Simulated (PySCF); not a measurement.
Estimate the missing entries of this data sheet.

Compound: C₃H₅F.
Numbering: `[CH2:1]=[CH:2][CH2:3][F:4]` (hydrogens: H5, H6 on C1; H7 on C2; H8, H9 on C3)

Conformer (atom-mapped SMILES and torsion angles): `[CH2:1]=[CH:2][CH2:3][F:4]`: C1–C2–C3–F4 0°.

```tsv
property	level	value
point group of the GFN2-xTB geometry	GFN2-xTB	?
rotational constants A, B, C of the GFN2-xTB geometry	GFN2-xTB	?
dipole moment	wB97X-D/def2-SVPD	1.77 D
HOMO energy	wB97X-D/def2-SVPD	?
LUMO energy	wB97X-D/def2-SVPD	2.00 eV
lowest singlet excitation	TDDFT wB97X-D/def2-SVPD	7.64 eV (162 nm, f = 0.032)
strongest line among the 8 lowest singlet transitions	TDDFT wB97X-D/def2-SVPD	S2 at 7.72 eV (161 nm, f = 0.432)
lowest triplet excitation (Tamm–Dancoff)	TDA wB97X-D/def2-SVPD	4.66 eV
static isotropic polarisability	wB97X-D/def2-SVPD	?
electronic spatial extent ⟨r²⟩ about the centre of nuclear charge	wB97X-D/def2-SVPD	286 bohr²
```

Electronic properties: PySCF, gas phase, density fitting.

(1) What are the rotational constants A, B, C of the GFN2-xTB geometry?

(2) Give the static isotropic polarisability.

(3) The point group of the GFN2-xTB geometry?

(4) What is the HOMO energy?

Results:

(1) 17.720, 5.969, 4.596 GHz.

(2) 38.9 au.

(3) Cs.

(4) -9.65 eV.

A dipole of 1.77 D is allowed in Cs, and pure rotational transitions are dipole-allowed. The polarisability is 5.77 Å³ as a volume (1 au = 0.148185 Å³), or 1.22 au for each of the 32 electrons. No computed singlet falls in the visible range (750 to 380 nm, 1.65 to 3.26 eV); S1 lies 4.38 eV above its blue end.

One conformer stands for the species.
